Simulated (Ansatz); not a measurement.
Fe (bcc, W type): values from a third-order Birch-Murnaghan fit to a volume scan beside measured ones. Computed values: PBEsol (plane waves to 420 eV, PAW, scalar-relativistic; Ansatz, a program for electronic structure). Fe was relaxed with its symmetry unable to fall. Relaxed Fe ends ferromagnetic. The magnetic order is the one the run started from; other orders were not tried.

```csv
quantity,reference,kind
Lattice constant a (Å),2.853,"measured, corrected to the static lattice"
Bulk modulus B₀ (GPa),174,"measured, corrected to the static lattice"
```

References as given in: Daniel Mejia-Rodriguez, S. B. Trickey, Physical Review B (2018), arXiv:1807.09216; H. Levämäki, M. P. J. Punkkinen, K. Kokko et al., Physical Review B (2014), arXiv:1402.3671.

**Question.** What does PBEsol give, and how far is that from the reference?

**Answer.** 
| quantity | PBEsol | difference |
|---|---|---|
| Lattice constant a (Å) | 2.787 | -2.3 % |
| Bulk modulus B₀ (GPa) | 223 | +28.2 % |

PBEsol underestimates the lattice constant a by 2.3 %. PBEsol overestimates the bulk modulus B₀ by 28.2 %.

(A scan under strain: stresses follow from slopes of the energy per volume, elastic moduli from its curvatures.)
